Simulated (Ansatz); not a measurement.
# CHO2: the cost of one run

The runs use Ansatz 0.2.0, Gaussian basis; single points in def2-TZVPP.

Cores are frozen in the correlated methods.

## Step 1: Where the work starts

SMILES `O=C=[OH+]`, 4 atoms, charge 1, spin multiplicity 1.

Atoms are counted from 1 here; the program's logs count them from 0.

Bond lengths: O1–C2 1.131 Å, C2–O3 1.202 Å, O3–H4 1.032 Å. Angles: O1–C2–O3 175.8°, C2–O3–H4 137.9°.

Geometry (Å):

```xyz
4
charge 1, multiplicity 1
O     0.33210   -0.00320    1.60810
C     0.14350    0.06600    0.49530
O     0.02180    0.17600   -0.69570
H    -0.46880   -0.30830   -1.46400
```

## Step 2: CCSD(T)/def2-TZVPP

The input, run/in.yaml:

```yaml
crystal:
  periodic: [false, false, false]
  atoms:
    - {symbol: O, position_ang: [0.332100, -0.003200, 1.608100]}
    - {symbol: C, position_ang: [0.143500, 0.066000, 0.495300]}
    - {symbol: O, position_ang: [0.021800, 0.176000, -0.695700]}
    - {symbol: H, position_ang: [-0.468800, -0.308300, -1.464000]}
basis:
  gaussian: {orbitals: def2-TZVPP}
total_charge: 1
correlation: {method: ccsd_t}
output: {forces: true}
```

Started as:

```sh
$ ansatz run in.yaml --threads 4 --pin off --events-out ev --progress --plain --max-ram 5222MiB
```

**Question.** How long does this run take on 4 threads of Arm Neoverse N1, shared host, and how much memory does it need?

About 15 s, with a peak of 0.68 GiB.
